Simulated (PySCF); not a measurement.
PySCF input for HO, SMILES [OH] (connectivity only; charge and spin as stated), charge -1, multiplicity 1, PBE-D3(BJ)/def2-TZVPD. The structure is a stationary point at PBE-D3(BJ)/def2-TZVPD. The spin state was assumed, not searched.

```python
import numpy as np
from pyscf import gto, scf, dft, df
from pyscf.hessian import thermo

mol = gto.M(
    atom='''
    O     0.00000000    0.00000000   -0.10841656
    H     0.00000000    0.00000000    0.86733244
    ''',
    basis='def2-TZVPD',
    charge=-1,
    spin=0,
    max_memory=1600,
    verbose=3,
)
mf = dft.RKS(mol, xc='pbe').density_fit(auxbasis='def2-universal-jkfit')
mf.disp = 'd3bj'
mf.grids.level = 3
mf.conv_tol = 1e-11
mf.max_cycle = 100
mf.kernel()

# [left out here: the lines that compute and print the analytic Hessian (its translational invariance restored by hand, since the grid's response is missing), thermochemistry and intensities]
```

Log of the run:

```
converged SCF energy = -75.7570390660134

WARN: DFTD3 does not support analytical Hessian, using finite difference


WARN: Mole.unit (angstrom) is changed to Bohr

Mode                                 0
Irrep
Freq [cm^-1]                     3646.4071
Reduced mass [au]                   1.0673
Force const [Dyne/A]                8.3609
Char temp [K]                    5246.3680
Normal mode                   x     y     z
       0   O                 0.00  0.00 -0.06
       1   H                 0.00  0.00  0.97
temperature 298.1500 [K]
pressure 101325.00 [Pa]
Rotational constants [GHz] inf 559.77734 559.77734
Symmetry number 1
Zero-point energy (ZPE) 0.00831 [Eh]   21810.358 [J/mol]
                           tot       elec      trans        rot        vib
Entropy [J/mol/K]       172.411      0.000    144.086     28.325      0.000
Cv [J/mol/K]             20.786      0.000     12.472      8.314      0.000
Cp [J/mol/K]             29.101      0.000     20.786      8.314      0.000
Internal energy [J/mol]                      3718.434   2478.956  21810.359
Internal energy [Eh]   -75.74637  -75.75704
Enthalpy [J/mol]                             6197.391   2478.956  21810.359
Enthalpy [Eh]          -75.74543
Gibbs free energy [J/mol]                  -36761.825  -5966.276  21810.358
Gibbs free energy [Eh] -75.76501
mode   freq/cm-1   IR/(km/mol)
   1     3646.41        82.826
max |gradient| / (hartree/bohr): 2.975602449043771e-05
APT charges: [-0.9983 -0.0017]
```

The calculation finished and met its thresholds.

Cost: roughly 1.6 core-seconds.
